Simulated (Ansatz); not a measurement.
I need a composite energy at a relaxed geometry of CH4BF, SMILES CBF. Use Ansatz 0.2.0 through its Python package. Settings (for the species named): PBE0, def2-SVP basis, multiplicity 1.

Contents of `ch4bf.xyz`:
```text
7

C    -0.54560    0.31940   -0.14000
B     0.70860   -0.44320    0.24870
F     1.37840   -1.22260   -0.75600
H    -1.28920   -0.33140   -0.52970
H    -0.34530    1.08990   -0.96520
H    -0.98870    0.91830    0.73340
H     1.14300   -0.39830    1.36310
```

Script `ch4bf_composite.py`:
```python
# -*- coding: utf-8 -*-
"""Relax CH4BF cheaply, then refine its energy."""

import itertools
import logging
import sys
import warnings

import ansatz as az
from ase.data import atomic_numbers, covalent_radii
import numpy as np

logging.basicConfig(stream=sys.stdout, format="%(levelname)s:%(name)s:%(message)s")
log = logging.getLogger("calc")
log.setLevel(logging.INFO)


def main():
    warnings.simplefilter("ignore", az.DeckWarning)

    system = az.Crystal.molecule_from_extxyz("ch4bf.xyz")

    job = (
        system.calculation()
        .basis(gaussian="def2-SVP")
        .functional("PBE0")
    )
    symbols = [site.symbol for site in system.cartesian_sites]
    start = np.array([site.position_ang for site in system.cartesian_sites], dtype=float)
    rep = job.relax(force_tolerance=0.01).run(threads=1).report
    end = np.array(rep["positions_ang"])
    # pairs closer than 1.2 times the sum of covalent radii, before or after
    radius = [covalent_radii[atomic_numbers[s]] for s in symbols]
    span = lambda where, i, j: np.linalg.norm(where[i] - where[j])
    bonded = [(i, j) for i, j in itertools.combinations(range(len(symbols)), 2) if min(span(start, i, j), span(end, i, j)) < 1.2 * (radius[i] + radius[j])]
    log.info("pair        before    after (A)")
    for i, j in bonded:
        print(f"{symbols[i]}{i}-{symbols[j]}{j}".ljust(10), f"{span(start, i, j):8.4f} {span(end, i, j):8.4f}")

    minimum = az.Crystal.molecule()
    for symbol, place in zip(symbols, end):
        minimum = minimum.atom(symbol, place.tolist())
    at_minimum = minimum.calculation()
    # MP2 extrapolated to the basis limit, plus the small-basis difference CCSD(T) - MP2
    level = lambda method, basis: at_minimum.basis(gaussian=basis).correlation(method).run(threads=1).report
    small, large, cluster = level("mp2", "cc-pVDZ"), level("mp2", "cc-pVTZ"), level("ccsd_t", "cc-pVDZ")
    corr = lambda each: (each["free_energy_ev"] - each["reference_energy_ev"]) / 27.211386246
    mp2_limit = (27 * corr(large) - 8 * corr(small)) / 19
    pieces = {"HF / cc-pVTZ": large["reference_energy_ev"] / 27.211386246, "MP2 correlation, DZ-TZ limit": mp2_limit, "CCSD(T) - MP2 / cc-pVDZ": corr(cluster) - corr(small)}
    for name, value in pieces.items():
        log.info(f"{name:32s} {value:14.6f} Ha")
    log.info(f"{'sum':32s} {sum(pieces.values()):14.6f} Ha")
    print("T1 diagnostic", round(cluster["correlation"]["coupled_cluster"]["t1_diagnostic"], 4))


if __name__ == "__main__":
    main()
```

```console
$ python ch4bf_composite.py
INFO:calc:pair        before    after (A)
C0-B1        1.5184   1.5582
C0-H3        1.0622   1.0992
C0-H4        1.1466   1.1042
C0-H5        1.1480   1.1039
B1-F2        1.4372   1.3261
B1-H6        1.1969   1.2146
INFO:calc:HF / cc-pVTZ                        -164.442031 Ha
INFO:calc:MP2 correlation, DZ-TZ limit          -0.580042 Ha
INFO:calc:CCSD(T) - MP2 / cc-pVDZ               -0.040523 Ha
INFO:calc:sum                                 -165.062596 Ha
T1 diagnostic 0.0127
```

Notes:
- Total energies depend on the basis set; only differences at equal settings carry meaning.
- The sum leaves out core correlation, relativity, the Hartree-Fock basis error and zero-point energy; a DZ-TZ extrapolation is rough.
- Inner cores stay frozen, so this is valence correlation.
- An extrapolation from small basis sets is rough.
- It ran for 32 s on 1 thread of Arm Neoverse V2, on a shared host, peak memory 0.28 GiB.
